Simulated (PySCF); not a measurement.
Start geometry of difluoroborane, `FBF` from GFN2-xTB (Å):
```
atom  x, y, z in Å
F1    -0.6282   -1.1234   -0.0021
B2     0.0522   -0.0042   -0.0079
F3    -0.6443    1.1118   -0.0131
H4     1.2583   -0.0095   -0.0099
```

Task: What comes out of this run: PBE0-D3(BJ)/def2-TZVP geometry optimisation, gas phase (PySCF 2.14.0)?

Result: 
```
atom  x, y, z in Å
F1    -0.520   -1.161    0.234
B2     0.038   -0.003   -0.036
F3    -0.410    1.060    0.590
H4     0.928    0.078   -0.824
```

The energy falls by 0.50 kJ/mol over 6 energy and gradient evaluations, the largest force component goes from 0.0072 to 3.4e-04 Eh/bohr, and the atoms move by 0.014 Å rms after alignment. The bond that changes most is B2–H4 (three-coordinate boron to B–H hydrogen), which shortens by 0.015 Å. Bonds longer at the end by more than 0.005 Å: 0 of 3; shorter: 1. Rotational constants go from 71828, 10648, 9273 to 74318, 10486, 9189 MHz. The orientation of the end geometry is arbitrary; only internal coordinates are fixed.

The run used 99 basis functions and 36 SCF cycles in all.

Whether it is a minimum is left open (no frequencies).
